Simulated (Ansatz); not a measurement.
Species: CHCl$_{2}$, charge 0, doublet. CHCl2 (SMILES Cl[CH]Cl, doublet).
B3LYP-D3(BJ)/def2-TZVP minimum from Ansatz (an electronic-structure program):
```
C
H 1 1.0785
Cl 1 1.7039 2 117.35
Cl 1 1.7039 2 117.35 3 153.21
```
Charge 0, spin multiplicity 2.

Total energies in hartree (Ansatz). Open shells are spin-unrestricted; no spin-orbit coupling. Cores are frozen in correlated methods. No relativity. For partners of very few electrons the exact lower level stands in for a higher one.

```csv
species,HF/cc-pV(T+d)Z,CCSD(T)/cc-pV(T+d)Z,HF/cc-pV(Q+d)Z,CCSD(T)/cc-pV(Q+d)Z,CCSD(T)/cc-pV(D+d)Z,CCSDT(Q)/cc-pV(D+d)Z
"1: CHCl2 (SMILES Cl[CH]Cl, doublet)",-957.45208,-958.03660,-957.46212,-958.09462,-957.85047,-957.85237
2: C (triplet),-37.69157,-37.78076,-37.69331,-37.78654,-37.76038,-37.76071
3: Cl (doublet),-459.48556,-459.67356,-459.48916,-459.69449,-459.60403,-459.60445
4: H (doublet),-0.49981,-0.49981,-0.49995,-0.49995,-0.49928,-0.49928
```

Task: Work out the atomisation energy (electronic, to ground-state atoms) in kJ/mol: take Hartree-Fock from cc-pV(Q+d)Z, extrapolate the CCSD(T) correlation energy as X^-3 (X = 3, 4), and add CCSDT(Q) - CCSD(T) in cc-pV(D+d)Z. 1 hartree = 2625.5 kJ/mol.

Result: 
Species 1: correlation (64·(-0.63250) - 27·(-0.58452))/37 = -0.66751; step -0.00190; E1 = -957.46212 + (-0.66751) + (-0.00190) = -958.13153
Species 2: correlation (64·(-0.09323) - 27·(-0.08919))/37 = -0.09618; step -0.00033; E2 = -37.69331 + (-0.09618) + (-0.00033) = -37.78982
Species 3: correlation (64·(-0.20533) - 27·(-0.18800))/37 = -0.21798; step -0.00042; E3 = -459.48916 + (-0.21798) + (-0.00042) = -459.70756
Species 4: correlation (64·(0.00000) - 27·(0.00000))/37 = 0.00000; step +0.00000; E4 = -0.49995 + (0.00000) + (+0.00000) = -0.49995
-1·E1 +1·E2 +2·E3 +1·E4 = 0.42664 hartree = 1120.1 kJ/mol.
